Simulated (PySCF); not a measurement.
N2, SMILES N#N. Atoms are numbered in the order given.

```xyz
2

N      0.0000     0.0000    -0.5447
N      0.0000     0.0000     0.5447
```
Charge 0, spin multiplicity 1.

Geometry: PBE0-D3(BJ)/def2-TZVPD.

These are PBE/pcJ-2 in PySCF values and carry that method's errors.

Isotropic couplings with Fermi-contact, spin-dipole and both spin-orbit terms, one fixed conformer, no vibrational averaging. Isotopes: 14N.

Computed spin–spin coupling constants:
```json
[
 {"pair": "N1–N2", "bonds apart": "1", "J (Hz)": "-2.5"}
]
```
